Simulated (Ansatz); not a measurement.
Species: tetrafluorosilane, SiF4 (charge 0, singlet). SMILES: F[Si](F)(F)F
Structure (B3LYP-D3(BJ)/def2-TZVP (Ansatz, an electronic-structure program) minimum search):
```xyz
5

Si     0.0000     0.0000     0.0000
F      0.9027     0.9354     0.8757
F     -0.8806    -0.8997     0.9336
F     -0.9289     0.8739    -0.9111
F      0.9068    -0.9096    -0.8983
```
Charge 0, spin multiplicity 1.

Wanted: enthalpy of formation at 298 K, in kcal/mol. Terms: open shells spin-unrestricted; spin-orbit terms left out; no dispersion term unless named; non-relativistic. First-principles rows: single points at B3LYP-D3(BJ) geometries (Ansatz), with unscaled harmonic terms from B3LYP/6-31G* at its own minima, enthalpies of formation by atomisation with measured atoms.

| species | coefficient | E at B3LYP/STO-3G (Ansatz), Eh | E at wB97X-V/def2-TZVPD (Ansatz), Eh | H(298 K) - E, kcal/mol |
|---|---|---|---|---|
| F[Si](F)(F)F | +1 | -679.73709 | -689.15908 | 11.66 |
| F atom | -4 | -98.26898 | -99.73522 | - |
| Si atom | -1 | -285.94209 | -289.31750 | - |

The atoms take no thermal term, since their enthalpies of formation at 0 K are used: the result is the sum of coefficient times E, plus the molecule's thermal term, plus number times (enthalpy of formation minus H(298) - H(0)) over the atoms. Measured values of the atoms (G2/97 table in ASE), kcal/mol:

```json
[
 {"atom": "F", "number": "4", "enthalpy of formation of the gas at 0 K": "18.47", "H(298) - H(0) of the element's standard state": "1.05"},
 {"atom": "Si", "number": "1", "enthalpy of formation of the gas at 0 K": "106.60", "H(298) - H(0) of the element's standard state": "0.76"}
]
```

Measured values: G2/97 table in ASE (Curtiss et al.); they hold spin-orbit and core effects, anharmonicity. For F[Si](F)(F)F (enthalpy of formation at 298 K) the tabulated value and RI-MP2/CBS(aug-cc-pV(T+d)Z,aug-cc-pV(Q+d)Z)+[CCSD(T)-MP2]/aug-cc-pV(T+d)Z (Ansatz) part by 3.1 kcal/mol: another conformer or state, missing terms or a fault of the table's entry are possible.  Value to compare with, the measured value: -386.0 kcal/mol. 1 Eh = 627.5095 kcal/mol.

Task: Compute it at each level from the table, and compare with the measured value.

Result: 
- B3LYP/STO-3G: the sum of coefficient times E is -0.71908 Eh, or -451.23 kcal/mol; the thermal terms add 11.66; the atoms' measured terms add 175.52. Result: -264.0 kcal/mol. Its error against the measured value is 122.0 kcal/mol.
- wB97X-V/def2-TZVPD: the sum of coefficient times E is -0.90070 Eh, or -565.20 kcal/mol; the thermal terms add 11.66; the atoms' measured terms add 175.52. Result: -378.0 kcal/mol. Its error against the measured value is 8.0 kcal/mol.
